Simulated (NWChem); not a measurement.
Molecule: C3H4, triplet; SMILES of the neutral closed-shell parent C#CC

```xyz
7

C      0.1002    -1.1445     0.0000
C     -0.4881     0.2023     0.0000
C      0.0654     1.4145     0.0000
H     -0.2053    -1.7148    -0.8926
H     -0.2053    -1.7148     0.8926
H      1.2075    -1.0830     0.0000
H      1.1380     1.6783     0.0000
```
Atoms are numbered in this order, from 1.

All runs: NWChem. Spin-unrestricted. In the optimisation the excess spin sits in a' (Cs, its own frame). Geometry: optimised at PBE0/def2-SVP, spin-unrestricted. The spin multiplicity was typed, not searched, and may not be the lowest. No stability test was run on the SCF state. Level M06-L/def2-SVP: energy and gradient on several grids; changes count from the extra-fine grid, which is no exact limit either.

**Question.** Which is the coarsest grid (fine; medium; xfine; xcoarse; coarse) from which on the energy stays within 500 μHa and each gradient component within 500 μHa/bohr of xfine?

**Answer.** medium.
| grid | size of the energy change (μHa) | largest change of a gradient component (μHa/bohr) |
|---|---|---|
| xcoarse | 30000 | 4000 |
| coarse | 60 | 900 |
| medium | 10 | 100 |
| fine | < 10 | < 30 |
| xfine | < 10 | < 30 |
